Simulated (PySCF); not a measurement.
Isomers of [C4H3O2]- (charge -1). Computed with PBE0-D3(BJ)/def2-SVP geometry optimisation, gas phase in PySCF 2.14.0. Energies are electronic, without zero-point or thermal terms, for one conformer each. No frequencies were run at this level. Point groups hold within 0.08 Å.

Problem. Order them by energy at this level, lowest first, and give relative energies in kcal/mol.
A. `C=C=CC(=O)[O-]`
B. `[O:1]=[C:2]([O-:3])[CH:4]1[CH:5]=[CH:6]1` (charge -1) with O1–C2–C4–C5 -152°

Solution. A (0.0), B (22.2).

As drawn, the higher has a three-membered ring, which the lower lacks.

| SMILES | E (Eh) | E rel (kcal/mol) | dipole about centre of mass (D) | point group | A, B, C (MHz) |
| --- | --- | --- | --- | --- | --- |
| C=C=CC(=O)[O-] | -304.09865 | 0.0 | 4.80 | C1 | 10118, 2171, 1834 |
| O=C([O-])C1C=C1 | -304.06322 | 22.2 | 5.47 | – | 8593, 2969, 2542 |

Problem. How do the relative energies change in single points at B97-2/pcSseg-2 (no added dispersion term) on the same geometries?

Solution. 
```csv
SMILES,PBE0-D3(BJ)/def2-SVP (kcal/mol),B97-2/pcSseg-2 (kcal/mol),shift
C=C=CC(=O)[O-],0.0,0.0,0.0
O=C([O-])C1C=C1,22.2,25.5,+3.3
```

Each column counts from its own lowest isomer. The order is unchanged; the largest shift is 3.3 kcal/mol.
